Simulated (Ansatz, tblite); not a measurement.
**[GeBr3]-: rung by rung, part 1 of 2**

Aim: run the singlet of [GeBr3]- at one geometry on many levels, and compare frontier levels, spin and run time.

Method: as each input shows; program: Ansatz 0.2.0, Gaussian basis.

Levels to be run: GFN1-xTB, GFN2-xTB, PBE-D4/def2-TZVPD, r2SCAN-D4/def2-TZVPD, LDA/def2-TZVPD, revPBE-D4/def2-TZVPD, ωB97M-V/def2-TZVPD, ωB97X-V/def2-TZVPD, B3LYP-D4/def2-TZVPD, HSE06-D4/def2-TZVPD, B97M-V/def2-TZVPD, PBE-D4/def2-SVPD, PBE0-D4/def2-SVPD, HF/STO-3G, HF/6-31G, B3LYP-D4/6-31G, CCSD(T)/def2-SVPD, RPA/def2-SVPD.

## Step 1: The relaxed structure

The geometry is that of the singlet, from an earlier relaxation (PBE0-D4/def2-SVPD).

4 atoms, charge -1, spin multiplicity 1.

Bond lengths: Ge1–Br2 2.484 Å, Ge1–Br3 2.484 Å, Ge1–Br4 2.484 Å. Angles: Br2–Ge1–Br3 98.5°, Br2–Ge1–Br4 98.5°, Br3–Ge1–Br4 98.5°.

As a file:

```xyz
4
charge -1, multiplicity 1
Ge   -0.0059    0.0061    0.9026
Br    2.1739   -0.0385   -0.2868
Br   -1.0528    1.8980   -0.3204
Br   -1.1152   -1.8656   -0.2954
```

The ion is computed in the gas phase, without counter-ions or solvent.

PBE0-D4/def2-TZVPD was run before; its log isn't repeated, and its numbers join the tables.

## Step 2: GFN1-xTB

Tight binding, by tblite at 300 K electronic temperature and without a spin-polarisation term:

```python
tblite.interface.Calculator('GFN1-xTB', numbers, positions, charge=-1, uhf=0).singlepoint()
```

Energy -371.6461 eV, HOMO -4.06 eV, LUMO -0.05 eV; 0.007 s.

## Step 3: GFN2-xTB

Tight binding, by tblite at 300 K electronic temperature and without a spin-polarisation term:

```python
tblite.interface.Calculator('GFN2-xTB', numbers, positions, charge=-1, uhf=0).singlepoint()
```

Energy -398.8413 eV, HOMO -6.44 eV, LUMO -1.11 eV; 0.007 s.

## Step 4: PBE-D4/def2-TZVPD

start.molden holds the orbitals of an earlier run on this state, given as this run's starting guess.

in.yaml

```yaml
crystal:
  periodic: [false, false, false]
  atoms:
    - {symbol: Ge, position_ang: [-0.005940, 0.006146, 0.902629]}
    - {symbol: Br, position_ang: [2.173935, -0.038531, -0.286826]}
    - {symbol: Br, position_ang: [-1.052784, 1.898016, -0.320431]}
    - {symbol: Br, position_ang: [-1.115211, -1.865631, -0.295363]}
basis:
  gaussian: {orbitals: def2-TZVPD, initial_orbitals: start.molden}
total_charge: -1
hamiltonian: {xc: pbe, dispersion: d4}
scf: {omitted_lower_state_checks: [starts]}
output: {orbitals: {seedname: orbitals}}
```

On the command line:

```bash
$ ansatz run in.yaml --threads 4 --pin off --events-out ev --progress --plain --max-ram 3916MiB
```

Output:

```text
Functional definition: PBE
  name "PBE"
  cite "Perdew, Burke & Ernzerhof, Phys. Rev. Lett. 77, 3865 (1996) doi:10.1103/PhysRevLett.77.3865"
  parent pbe
  parameter kappa = 0.804
  parameter beta = 0.06672455060314922
  exchange = pbe_x(kappa = kappa, mu = beta*pi^2/3)
  correlation = pbe_c(beta = beta)
these checks for a lower state are left out or cut short: starts
1633 factors; their error is unknown
mean field evaluation 1: about -266623.8450 eV, gradient 1.6e1 eV
mean field evaluation 2: about -266623.9954 eV, gradient 2.2e-1 eV
mean field evaluation 4: about -266623.9833 eV, gradient 8.1e-2 eV
mean field -266623.98335122 eV, -9798.2506639305 hartree, gradient 2.2e-5 eV, S^2 0.000000; 0 other end points of the search recorded, 0 dependent functions left out
reference -266623.98341039 eV, -9798.2506661050 hartree; 69, 69 occupied and 156, 156 virtual orbitals, 1633 factors
Total energy: -266624.18842872 eV, -9798.2582003897 hartree
Checks for a lower state left out: starts
```

It took 4.7 s on 4 threads of Arm Neoverse N1, shared host.

HOMO -1.69 eV, LUMO 2.14 eV.

## Step 5: r2SCAN-D4/def2-TZVPD

Edit in.yaml of step 4 so:

```diff
@@ -10,3 +10,3 @@
 total_charge: -1
-hamiltonian: {xc: pbe, dispersion: d4}
+hamiltonian: {xc: r2scan, dispersion: d4}
 scf: {omitted_lower_state_checks: [starts]}
```

The command is unchanged.

Output:

```text
Functional definition: r2SCAN
  name "r2SCAN"
  cite "Furness, Kaplan, Ning, Perdew & Sun, J. Phys. Chem. Lett. 11, 8208 (2020) doi:10.1021/acs.jpclett.0c02405"
  cite "Furness, Kaplan, Ning, Perdew & Sun, J. Phys. Chem. Lett. 11, 9248 (2020) doi:10.1021/acs.jpclett.0c03077"
  parent r2scan
  parameter k0 = 0.174
  parameter k1 = 0.065
  parameter a1 = 4.9479
  exchange = r2scan_x(k0 = k0, k1 = k1, a1 = a1)
  correlation = r2scan_c
these checks for a lower state are left out or cut short: starts
1633 factors; their error is unknown
mean field evaluation 1: about -266662.4994 eV, gradient 1.2e1 eV
mean field evaluation 2: about -266662.5626 eV, gradient 1.0e-1 eV
mean field evaluation 4: about -266662.5469 eV, gradient 1.0e-4 eV
mean field -266662.54694898 eV, -9799.6678500088 hartree, gradient 1.9e-5 eV, S^2 0.000000; 0 other end points of the search recorded, 0 dependent functions left out
reference -266662.54697363 eV, -9799.6678509145 hartree; 69, 69 occupied and 156, 156 virtual orbitals, 1633 factors
Total energy: -266662.58879144 eV, -9799.6693876907 hartree
Checks for a lower state left out: starts
```

Run time: 11 s. Hardware: 4 threads of Arm Neoverse N1, shared host.

From the report: HOMO -1.90 eV, LUMO 2.41 eV.

## Step 6: LDA/def2-TZVPD

Edit in.yaml of step 5 so:

```diff
@@ -10,4 +10,4 @@
 total_charge: -1
-hamiltonian: {xc: r2scan, dispersion: d4}
+hamiltonian: {xc: lda}
 scf: {omitted_lower_state_checks: [starts]}
-output: {orbitals: {seedname: orbitals}}
+output: {forces: true, orbitals: {seedname: orbitals}}
```

The command is unchanged.

Output (excerpt; [...] marks lines left out):

```text
Functional definition: SPW92
  name "SPW92"
  cite "Dirac, Proc. Camb. Phil. Soc. 26, 376 (1930) doi:10.1017/S0305004100016108"
  cite "Slater, Phys. Rev. 81, 385 (1951) doi:10.1103/PhysRev.81.385"
  cite "Perdew & Wang, Phys. Rev. B 45, 13244 (1992) doi:10.1103/PhysRevB.45.13244"
[...]
1633 factors; their error is unknown
[...]
mean field -266287.94236689 eV, -9785.9013855332 hartree, gradient 1.3e-5 eV, S^2 0.000000; 0 other end points of the search recorded, 0 dependent functions left out
[...]
reference -266287.94242563 eV, -9785.9013876917 hartree; 69, 69 occupied and 156, 156 virtual orbitals, 1633 factors
Total energy: -266287.94242563 eV, -9785.9013876917 hartree
Atom 0 at    -0.005940     0.006146     0.902629 Å, force     0.002016    -0.001834    -0.411985 eV/Å
Atom 1 at     2.173935    -0.038531    -0.286826 Å, force    -0.244237     0.005321     0.135486 eV/Å
Atom 2 at    -1.052784     1.898016    -0.320431 Å, force     0.118121    -0.214210     0.139974 eV/Å
Atom 3 at    -1.115211    -1.865631    -0.295363 Å, force     0.124100     0.210723     0.136524 eV/Å
Dipole moment:    -0.001612     0.001655     0.291921 e Å
Checks for a lower state left out: starts
```

Wall time 3.8 s (4 threads of Arm Neoverse N1, shared host).

HOMO -1.88 eV, LUMO 1.93 eV.

## Step 7: revPBE-D4/def2-TZVPD

Edit in.yaml of step 6 so:

```diff
@@ -10,4 +10,4 @@
 total_charge: -1
-hamiltonian: {xc: lda}
+hamiltonian: {xc: {name: revPBE}, dispersion: d4}
 scf: {omitted_lower_state_checks: [starts]}
-output: {forces: true, orbitals: {seedname: orbitals}}
+output: {orbitals: {seedname: orbitals}}
```

The command is unchanged.

Output:

```text
Functional definition: revPBE
  name "revPBE"
  cite "Zhang & Yang, Phys. Rev. Lett. 80, 890 (1998) doi:10.1103/PhysRevLett.80.890"
  cite "Perdew, Burke & Ernzerhof, Phys. Rev. Lett. 77, 3865 (1996) doi:10.1103/PhysRevLett.77.3865"
  parameter kappa = 1.245
  parameter beta = 0.06672455060314922
  exchange = pbe_x(kappa = kappa, mu = beta*pi^2/3)
  correlation = pbe_c(beta = beta)
these checks for a lower state are left out or cut short: starts
1633 factors; their error is unknown
mean field evaluation 1: about -266641.4171 eV, gradient 1.4e1 eV
mean field evaluation 2: about -266641.5301 eV, gradient 1.7e-1 eV
mean field evaluation 4: about -266641.5178 eV, gradient 3.7e-4 eV
mean field -266641.51777687 eV, -9798.8950421877 hartree, gradient 2.2e-5 eV, S^2 0.000000; 0 other end points of the search recorded, 0 dependent functions left out
reference -266641.51784898 eV, -9798.8950448378 hartree; 69, 69 occupied and 156, 156 virtual orbitals, 1633 factors
Total energy: -266641.93524058 eV, -9798.9103836961 hartree
Checks for a lower state left out: starts
```

Wall time 5.5 s (4 threads of Arm Neoverse N1, shared host).

HOMO -1.63 eV, LUMO 2.21 eV.

## Step 8: ωB97M-V/def2-TZVPD

Edit in.yaml of step 7 so:

```diff
@@ -10,3 +10,3 @@
 total_charge: -1
-hamiltonian: {xc: {name: revPBE}, dispersion: d4}
+hamiltonian: {xc: {name: wB97M-V}}
 scf: {omitted_lower_state_checks: [starts]}
```

Same command.

Output (excerpt; [...] marks lines left out):

```text
Functional definition: wB97M-V
  name "wB97M-V"
  cite "Mardirossian & Head-Gordon, J. Chem. Phys. 144, 214110 (2016) doi:10.1063/1.4952647"
  cite "Becke, J. Chem. Phys. 107, 8554 (1997) doi:10.1063/1.475007"
  cite "Vydrov & Van Voorhis, J. Chem. Phys. 133, 244103 (2010) doi:10.1063/1.3521275"
  # Of w^i u^j: cxij and so on, Table III.
[...]
  gx(w, u) = 1 - cx + cx01*u + cx10*w
  gss(w, u) = css00 + css04*u^4 + css10*w + css20*w^2 + css43*w^4*u^3
  gos(w, u) = cos00 + cos10*w + (cos20 + cos21*u)*w^2 + (cos60 + cos61*u)*w^6
[...]
      + integral(e_c_pw_mod_opposite_spin*gos(b97_w_opposite, b97_u_opposite)) + vv10(b, c)
[...]
1761 factors; their error is unknown
292 factors; integrals over basis functions are off by at most 7.7e-5 eV
[...]
mean field -266649.24306304 eV, -9799.1789412183 hartree, gradient 2.0e-5 eV, S^2 0.000000; 0 other end points of the search recorded, 0 dependent functions left out
reference -266649.24313880 eV, -9799.1789440024 hartree; 69, 69 occupied and 156, 156 virtual orbitals, 1761 factors
Total energy: -266649.24313880 eV, -9799.1789440024 hartree
Checks for a lower state left out: starts
```

Wall time 28 s (4 threads of Arm Neoverse N1, shared host); peak memory 1.1 GiB.

Report: HOMO -4.60 eV, LUMO 3.55 eV.

## Step 9: ωB97X-V/def2-TZVPD

Edit in.yaml of step 8 so:

```diff
@@ -10,3 +10,3 @@
 total_charge: -1
-hamiltonian: {xc: {name: wB97M-V}}
+hamiltonian: {xc: {name: wB97X-V}}
 scf: {omitted_lower_state_checks: [starts]}
```

The command is unchanged.

Output (excerpt; [...] marks lines left out):

```text
Functional definition: wB97X-V
  name "wB97X-V"
  cite "Mardirossian & Head-Gordon, Phys. Chem. Chem. Phys. 16, 9904 (2014) doi:10.1039/C3CP54374A"
  cite "Becke, J. Chem. Phys. 107, 8554 (1997) doi:10.1063/1.475007"
  cite "Vydrov & Van Voorhis, J. Chem. Phys. 133, 244103 (2010) doi:10.1063/1.3521275"
[...]
      + integral(e_c_pw_opposite_spin*poly(b97_u_opposite, cos0, cos1)) + vv10(b, c)
[...]
1782 factors; their error is unknown
292 factors; integrals over basis functions are off by at most 7.7e-5 eV
[...]
mean field -266639.34331258 eV, -9798.8151320993 hartree, gradient 1.7e-5 eV, S^2 0.000000; 0 other end points of the search recorded, 0 dependent functions left out
reference -266639.34330945 eV, -9798.8151319839 hartree; 69, 69 occupied and 156, 156 virtual orbitals, 1782 factors
Total energy: -266639.34330945 eV, -9798.8151319839 hartree
Checks for a lower state left out: starts
```

Wall time 24 s (4 threads of Arm Neoverse N1, shared host); peak memory 1.1 GiB.

HOMO -4.67 eV, LUMO 4.07 eV.

## Step 10: B3LYP-D4/def2-TZVPD

Edit in.yaml of step 9 so:

```diff
@@ -10,3 +10,3 @@
 total_charge: -1
-hamiltonian: {xc: {name: wB97X-V}}
+hamiltonian: {xc: {name: B3LYP}, dispersion: d4}
 scf: {omitted_lower_state_checks: [starts]}
```

The command is unchanged.

Output (excerpt; [...] marks lines left out):

```text
Functional definition: B3LYP
  name "B3LYP"
  cite "Stephens, Devlin, Chabalowski & Frisch, J. Phys. Chem. 98, 11623 (1994) doi:10.1021/j100096a001"
  cite "Becke, Phys. Rev. A 38, 3098 (1988) doi:10.1103/PhysRevA.38.3098"
  cite "Lee, Yang & Parr, Phys. Rev. B 37, 785 (1988) doi:10.1103/PhysRevB.37.785"
  cite "Vosko, Wilk & Nusair, Can. J. Phys. 58, 1200 (1980) doi:10.1139/p80-159"
[...]
1782 factors; their error is unknown
[...]
mean field -266667.55917591 eV, -9799.8520459511 hartree, gradient 2.1e-5 eV, S^2 0.000000; 0 other end points of the search recorded, 0 dependent functions left out
reference -266667.55943640 eV, -9799.8520555239 hartree; 69, 69 occupied and 156, 156 virtual orbitals, 1782 factors
Total energy: -266667.90317765 eV, -9799.8646877817 hartree
Checks for a lower state left out: starts
```

Wall time 13 s (4 threads of Arm Neoverse N1, shared host); peak memory 0.93 GiB.

HOMO -2.49 eV, LUMO 2.57 eV.

## Step 11: HSE06-D4/def2-TZVPD

Edit in.yaml of step 10 so:

```diff
@@ -10,3 +10,3 @@
 total_charge: -1
-hamiltonian: {xc: {name: B3LYP}, dispersion: d4}
+hamiltonian: {xc: hse06, dispersion: d4}
 scf: {omitted_lower_state_checks: [starts]}
```

The command is unchanged.

Output (excerpt; [...] marks lines left out):

```text
Functional definition: HSE06
  name "HSE06"
  cite "Heyd, Scuseria & Ernzerhof, J. Chem. Phys. 118, 8207 (2003) doi:10.1063/1.1564060"
  cite "Krukau, Vydrov, Izmaylov & Scuseria, J. Chem. Phys. 125, 224106 (2006) doi:10.1063/1.2404663"
  cite "Heyd & Scuseria, J. Chem. Phys. 120, 7274 (2004) doi:10.1063/1.1668634"
  cite "Ernzerhof & Perdew, J. Chem. Phys. 109, 3313 (1998) doi:10.1063/1.476928"
  cite "Perdew, Burke & Ernzerhof, Phys. Rev. Lett. 77, 3865 (1996) doi:10.1103/PhysRevLett.77.3865"
  parent pbe
[...]
  # The whole range is PBE's own exchange, as in plane waves. The composition of these papers is wPBEh.
[...]
1842 factors; their error is unknown
71 factors; integrals over basis functions are off by at most 1.1e-4 eV
[...]
mean field -266632.95958974 eV, -9798.5805346117 hartree, gradient 7.5e-6 eV, S^2 0.000000; 0 other end points of the search recorded, 0 dependent functions left out
reference -266632.95965347 eV, -9798.5805369537 hartree; 69, 69 occupied and 156, 156 virtual orbitals, 1842 factors
Total energy: -266633.13227104 eV, -9798.5868805325 hartree
Checks for a lower state left out: starts
```

Run time: 14 s. Hardware: 4 threads of Arm Neoverse N1, shared host; peak memory 0.98 GiB.

HOMO -2.25 eV, LUMO 2.47 eV.

(Continued in part 2 of 2.)
